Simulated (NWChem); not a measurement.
System: methanethiol (CH4S); SMILES CS

Output (shortened):

```
             Northwest Computational Chemistry Package (NWChem) 7.3.0
             --------------------------------------------------------

 CS  symmetry detected

                             Geometry "geometry" -> ""
                             -------------------------

 Output coordinates in angstroms (scale by  1.889725989 to convert to a.u.)

  No.       Tag          Charge          X              Y              Z
 ---- ---------------- ---------- -------------- -------------- --------------
    1 C                    6.0000     0.01180970     1.14875612     0.00000000
    2 S                   16.0000     0.06855391    -0.66254969     0.00000000
    3 H                    1.0000    -0.47944480     1.54451116     0.89986300
    4 H                    1.0000     1.05671955     1.48843237     0.00000000
    5 H                    1.0000    -0.47944480     1.54451116    -0.89986300
    6 H                    1.0000    -1.26555065    -0.86919632     0.00000000

 Effective nuclear repulsion energy (a.u.)      56.2440185353

      Symmetry information
      --------------------

 Group name             Cs
 Group number              2
 Group order               2
 No. of unique centers     5

                                 NWChem DFT Module
                                 -----------------

 Summary of "ao basis" -> "ao basis" (spherical)
 ------------------------------------------------------------------------------
       Tag                 Description            Shells   Functions and Types
 ---------------- ------------------------------  ------  ---------------------
 C                         def2-tzvp                11       31   5s3p2d1f
 S                         def2-tzvp                13       37   5s5p2d1f
 H                         def2-tzvp                 4        6   3s1p

      Symmetry analysis of basis
      --------------------------

        a'         62
        a"         30

            General Information
            -------------------
          SCF calculation type: DFT
          Wavefunction type:  closed shell.
          No. of atoms     :     6
          No. of electrons :    26
           Alpha electrons :    13
            Beta electrons :    13
          Charge           :     0
          Spin multiplicity:     1
          Use of symmetry is: on ; symmetry adaption is: on
          Maximum number of iterations: 150
          AO basis - number of functions:    92
                     number of shells:    40
          Convergence on energy requested:  1.00D-06
          Convergence on density requested:  1.00D-05
          Convergence on gradient requested:  5.00D-04

              XC Information
              --------------
                         B3LYP Method XC Potential
                     Hartree-Fock (Exact) Exchange  0.200
                        Slater Exchange Functional  0.800 local
                    Becke 1988 Exchange Functional  0.720 non-local
              Lee-Yang-Parr Correlation Functional  0.810
                  VWN I RPA Correlation Functional  0.190 local

             Grid Information
             ----------------
          Grid used for XC integration:  medium
          Radial quadrature: Mura-Knowles
          Angular quadrature: Lebedev.
          Tag              B.-S. Rad. Rad. Pts. Rad. Cut. Ang. Pts.
          ---              ---------- --------- --------- ---------
          C                   0.70       49           8.0       434
          S                   1.00       88           9.0       590
          H                   0.35       45          10.0       434
          Grid pruning is: on
          Number of quadrature shells:   272
          Spatial weights used:  Erf1

      Superposition of Atomic Density Guess
      -------------------------------------

 Sum of atomic energies:        -437.15006634

      Non-variational initial energy
      ------------------------------

 Total energy =    -437.994746
 1-e energy   =    -713.085225
 2-e energy   =     218.846460
 HOMO         =      -0.286267
 LUMO         =       0.045392

      Symmetry analysis of molecular orbitals - initial
      -------------------------------------------------

  Numbering of irreducible representations:

     1 a'          2 a"

  Orbital symmetries:

     1 a'          2 a'          3 a'          4 a'          5 a'
     6 a"          7 a'          8 a'          9 a'         10 a"
    11 a'         12 a'         13 a"         14 a'         15 a'
    16 a'         17 a'         18 a"         19 a'         20 a'
    21 a"         22 a'         23 a'

     ---------------------------------------------
      Total Density - Mulliken Population Analysis
     ---------------------------------------------

    Atom       Charge   Shell Charges
 -----------   ------   -------------------------------------------------------
    1 C    6     6.42   0.86  1.12  0.54  0.68  0.11  1.18  1.43  0.43  0.01  0.05  0.00
    2 S   16    16.32   2.01  0.49  1.48  1.07  0.77  4.18  1.69  0.91  2.39  1.25  0.02  0.06  0.01
    3 H    1     0.83   0.24  0.44  0.12  0.02
    4 H    1     0.83   0.24  0.44  0.13  0.02
    5 H    1     0.83   0.24  0.44  0.12  0.02
    6 H    1     0.76   0.20  0.41  0.13  0.02

   convergence    iter        energy       DeltaE   RMS-Dens  Diis-err
 ---------------- ----- ----------------- --------- --------- ---------
 d= 0,ls=0.0,diis     1   -438.7221886928 -4.95D+02  3.74D-03  5.58D-01
 d= 0,ls=0.0,diis     2   -438.7419390634 -1.98D-02  2.42D-03  6.04D-02
 d= 0,ls=0.0,diis     3   -438.7427997215 -8.61D-04  1.18D-03  5.68D-02
 d= 0,ls=0.0,diis     4   -438.7502138079 -7.41D-03  1.83D-04  7.39D-04
 d= 0,ls=0.0,diis     5   -438.7503189357 -1.05D-04  3.64D-05  2.41D-05
  Resetting Diis
 d= 0,ls=0.0,diis     6   -438.7503221844 -3.25D-06  1.01D-05  1.89D-06
 d= 0,ls=0.0,diis     7   -438.7503224028 -2.18D-07  4.16D-06  8.99D-08

         Total DFT energy =     -438.750322402848
      One electron energy =     -715.383485240820
           Coulomb energy =      253.006203095444
    Exchange-Corr. energy =      -32.617058792808
 Nuclear repulsion energy =       56.244018535336

 Numeric. integr. density =       25.999998923190

                  Occupations of the irreducible representations
                  ----------------------------------------------

                     irrep           alpha         beta
                     --------     --------     --------
                     a'               10.0         10.0
                     a"                3.0          3.0

                       DFT Final Molecular Orbital Analysis
                       ------------------------------------

 Vector   11  Occ=2.000000D+00  E=-3.939218D-01  Symmetry=a'
              MO Center=  4.3D-02,  4.6D-01, -2.3D-16, r^2= 2.3D+00
   Bfn.  Coefficient  Atom+Function         Bfn.  Coefficient  Atom+Function
  ----- ------------  ---------------      ----- ------------  ---------------
    47      0.257232  2 S  py                 7     -0.210375  1 C  py
    76     -0.205656  4 H  s                  6     -0.197870  1 C  px
    10     -0.163169  1 C  py                88     -0.151019  6 H  s
    75     -0.140182  4 H  s                  9     -0.138118  1 C  px
    46      0.130543  2 S  px                44      0.122488  2 S  py

 Vector   12  Occ=2.000000D+00  E=-3.362696D-01  Symmetry=a'
              MO Center=  8.3D-02, -3.9D-01,  4.9D-16, r^2= 2.2D+00
   Bfn.  Coefficient  Atom+Function         Bfn.  Coefficient  Atom+Function
  ----- ------------  ---------------      ----- ------------  ---------------
    46      0.279732  2 S  px                47     -0.264997  2 S  py
    36      0.252714  2 S  s                 35      0.248443  2 S  s
    50     -0.184716  2 S  py                49      0.169219  2 S  px
    34     -0.164824  2 S  s                  7      0.163643  1 C  py
    88     -0.159963  6 H  s                 43      0.146576  2 S  px

 Vector   13  Occ=2.000000D+00  E=-2.404320D-01  Symmetry=a"
              MO Center=  1.1D-02, -5.1D-01, -1.6D-15, r^2= 1.9D+00
   Bfn.  Coefficient  Atom+Function         Bfn.  Coefficient  Atom+Function
  ----- ------------  ---------------      ----- ------------  ---------------
    48      0.496168  2 S  pz                51      0.414801  2 S  pz
    45      0.244589  2 S  pz                39     -0.194713  2 S  pz
    70     -0.095240  3 H  s                 82      0.095240  5 H  s
    42     -0.088531  2 S  pz                 8     -0.084876  1 C  pz
    71     -0.074505  3 H  s                 83      0.074505  5 H  s

 Vector   14  Occ=0.000000D+00  E= 6.348222D-03  Symmetry=a'
              MO Center= -3.3D-01,  3.0D-03,  1.8D-14, r^2= 4.9D+00
   Bfn.  Coefficient  Atom+Function         Bfn.  Coefficient  Atom+Function
  ----- ------------  ---------------      ----- ------------  ---------------
     5      2.405021  1 C  s                 89     -1.096356  6 H  s
    77     -0.933175  4 H  s                 71     -0.871849  3 H  s
    83     -0.871849  5 H  s                 49     -0.708649  2 S  px
    50     -0.651494  2 S  py                 3      0.190489  1 C  s
    47     -0.188741  2 S  py                12      0.185281  1 C  px

 Vector   15  Occ=0.000000D+00  E= 4.016080D-02  Symmetry=a'
              MO Center= -4.1D-01, -2.7D-01,  9.4D-15, r^2= 5.0D+00
   Bfn.  Coefficient  Atom+Function         Bfn.  Coefficient  Atom+Function
  ----- ------------  ---------------      ----- ------------  ---------------
    36      1.545979  2 S  s                  5     -1.336420  1 C  s
    89     -0.928047  6 H  s                 50      0.784642  2 S  py
    13      0.677204  1 C  py                49     -0.474945  2 S  px
    77      0.371262  4 H  s                  4     -0.335555  1 C  s
    71      0.323399  3 H  s                 83      0.323399  5 H  s

 Vector   16  Occ=0.000000D+00  E= 7.492287D-02  Symmetry=a'
              MO Center=  5.4D-02,  8.5D-01,  1.1D-15, r^2= 5.4D+00
   Bfn.  Coefficient  Atom+Function         Bfn.  Coefficient  Atom+Function
  ----- ------------  ---------------      ----- ------------  ---------------
     5      2.924939  1 C  s                 71     -1.597508  3 H  s
    83     -1.597508  5 H  s                 77     -1.566511  4 H  s
    13      0.976425  1 C  py                50      0.574908  2 S  py
    89      0.492102  6 H  s                 49      0.392664  2 S  px
     4     -0.233365  1 C  s                  7      0.221771  1 C  py

     ---------------------------------------------
      Total Density - Mulliken Population Analysis
     ---------------------------------------------

    Atom       Charge   Shell Charges
 -----------   ------   -------------------------------------------------------
    1 C    6     6.32   0.85  1.12  0.52  0.65  0.11  1.32  1.27  0.42  0.01  0.04  0.00
    2 S   16    16.19   2.01  0.47  1.49  1.11  0.74  4.19  1.66  0.97  2.26  1.17  0.04  0.08  0.01
    3 H    1     0.87   0.28  0.47  0.10  0.02
    4 H    1     0.87   0.27  0.48  0.10  0.02
    5 H    1     0.87   0.28  0.47  0.10  0.02
    6 H    1     0.88   0.25  0.48  0.13  0.02

     -------------------------------------------
      Total Density - Lowdin Population Analysis
     -------------------------------------------

    Atom       Charge   Shell Charges
 -----------   ------   -------------------------------------------------------
    1 C    6     6.55   0.91  1.04  0.39  0.39  0.20  1.14  1.45  0.73  0.02  0.26  0.02
    2 S   16    15.81   1.99  0.84  1.12  0.82  0.62  3.91  1.88  1.06  2.02  1.31  0.03  0.16  0.03
    3 H    1     0.90   0.26  0.41  0.17  0.06
    4 H    1     0.89   0.26  0.40  0.17  0.06
    5 H    1     0.90   0.26  0.41  0.17  0.06
    6 H    1     0.97   0.25  0.43  0.21  0.07

     Multipole analysis of the density
     ---------------------------------

     L   x y z        total         alpha         beta         nuclear
     -   - - -        -----         -----         ----         -------
     0   0 0 0     -0.000000    -13.000000    -13.000000     26.000000

     1   1 0 0     -0.301504     -0.150752     -0.150752      0.000000
     1   0 1 0      0.523206      0.261603      0.261603     -0.000000
     1   0 0 1      0.000000      0.000000      0.000000      0.000000

     2   2 0 0    -14.375817    -12.998102    -12.998102     11.620387
     2   1 1 0      0.943713     -0.503981     -0.503981      1.951675
     2   1 0 1     -0.000000     -0.000000     -0.000000      0.000000
     2   0 2 0    -15.158541    -48.081139    -48.081139     81.003737
     2   0 1 1      0.000000      0.000000      0.000000      0.000000
     2   0 0 2    -16.816076    -11.299719    -11.299719      5.783363
```

Level: B3LYP/def2-TZVP. Structure relaxed at the PBE0/def2-SVP level.

### Question
Reconstruct the input file.

### Answer
One answer among several that fit: the input that was run:
```
start job
memory heap 200 mb stack 900 mb global 1100 mb
geometry units angstroms noautoz
  C      0.007372     1.144073     0.000000
  S      0.073678    -0.666908     0.000000
  H     -0.485965     1.537229     0.899863
  H      1.050474     1.489261     0.000000
  H     -0.485965     1.537229    -0.899863
  H     -1.259317    -0.880595     0.000000
end
basis spherical
  * library def2-tzvp
end
dft
  xc b3lyp
  iterations 150
  mulliken
end
task dft energy
```
